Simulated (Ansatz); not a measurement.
**H3O+: a ladder of functionals and wavefunction methods**

An exercise on one series of results from a longer session: the logs are not shown, and one member is left open.

Program: Ansatz 0.2.0, Gaussian basis. Level of theory: functionals in def2-TZVPP, the program's frozen cores in correlated methods. These are calculated values, not measurements.

Levels to be run: LDA (SPW92), PBE-D4, revPBE-D4, BLYP-D4, r2SCAN-D4, B97M-V, PBE0-D4, B3LYP-D4, r2SCANh-D4, r2SCAN0-D4, HSE06-D4, BHLYP-D4, CAM-B3LYP-D4, LC-ωPBE, ωB97X-V, ωB97M-V, B2PLYP, PBE-QIDH; CCSD(T)/def2-SVP; CCSD(T)/def2-TZVPP; CCSD(T)/def2-QZVPP; extrapolation to the limit; RPA on PBE.

## The geometry

The geometry comes from an earlier relaxation with PBE0-D4 in a triple-zeta def2 set; it is a stationary point.

SMILES `[OH3+]`, 4 atoms, charge 1, spin multiplicity 1.

Atoms are counted from 1 here; the program's logs count them from 0.

Bond lengths: O1–H2 0.978 Å, O1–H3 0.978 Å, O1–H4 0.978 Å. Angles: H2–O1–H3 113.1°, H2–O1–H4 113.1°, H3–O1–H4 113.1°.

As a file:

```xyz
4
charge 1, multiplicity 1
O     0.18124   -0.05652   -0.05251
H     0.21935    0.91860    0.01500
H    -0.40873   -0.36839   -0.76774
H     0.00815   -0.49370    0.80526
```

The first run:

Contents of in.yaml:

```yaml
crystal:
  periodic: [false, false, false]
  atoms:
    - {symbol: O, position_ang: [0.181237, -0.056518, -0.052515]}
    - {symbol: H, position_ang: [0.219348, 0.918602, 0.014998]}
    - {symbol: H, position_ang: [-0.408734, -0.368387, -0.767736]}
    - {symbol: H, position_ang: [0.008148, -0.493697, 0.805263]}
basis:
  gaussian: {orbitals: def2-TZVPP}
total_charge: 1
hamiltonian: {xc: lda}
output: {orbitals: {seedname: orbitals}}
```

Run with:

```sh
> ansatz run in.yaml --threads 2 --pin off --events-out ev --progress --plain --max-ram 32768MiB --backend cpu
```

Among the steps run: LDA; PBE-D4 (GGA); revPBE-D4 (GGA); BLYP-D4 (GGA); r2SCAN-D4 (meta-GGA); B97M-V (meta-GGA); PBE0-D4 (hybrid); B3LYP-D4 (hybrid); r2SCANh-D4 (hybrid); r2SCAN0-D4 (hybrid); HSE06-D4 (hybrid); BHLYP-D4 (hybrid); CAM-B3LYP-D4 (range-separated); LC-ωPBE (range-separated); ωB97X-V (range-separated); ωB97M-V (range-separated); B2PLYP (double hybrid); PBE-QIDH (double hybrid).

One table of the session follows, with a row left open; its other results are not shown here.

It belongs to the step «Orbital energies across the functionals». Levels, from each run's orbital file:

```
  functional  HOMO (eV)  LUMO (eV)  gap (eV)
 LDA (SPW92)     -18.69      -8.05     10.63
      PBE-D4     -18.62      -8.11     10.51
   revPBE-D4     -18.59      -8.12     10.46
     BLYP-D4     -18.55      -8.29     10.26
   r2SCAN-D4     -19.08      -7.13     11.95
      B97M-V     -19.28      -7.72     11.56
     PBE0-D4     -20.66      -7.07     13.59
    B3LYP-D4     -20.35      -7.59     12.76
  r2SCANh-D4     -19.84      -6.83     13.01
  r2SCAN0-D4     -20.98      -6.40     14.58
    HSE06-D4     -20.25      -7.44     12.80
    BHLYP-D4          ?          ?         ?
CAM-B3LYP-D4     -22.25      -6.31     15.93
     LC-ωPBE     -23.68      -4.81     18.87
     ωB97X-V     -23.31      -5.00     18.30
     ωB97M-V     -23.21      -5.50     17.72
```

Q: Estimate the row for BHLYP-D4 from the others.

Worked estimate for «HOMO (eV)». Against the share of exact exchange, BLYP-D4 (0, -18.55), B3LYP-D4 (0.2, -20.35) give a slope of -9.00 per unit share; at 0.5 the line stands at -23.05.

**Answer.** HOMO (eV): -22.65; LUMO (eV): -6.43; gap (eV): 16.22. In «HOMO (eV)» the line misses by -0.40.
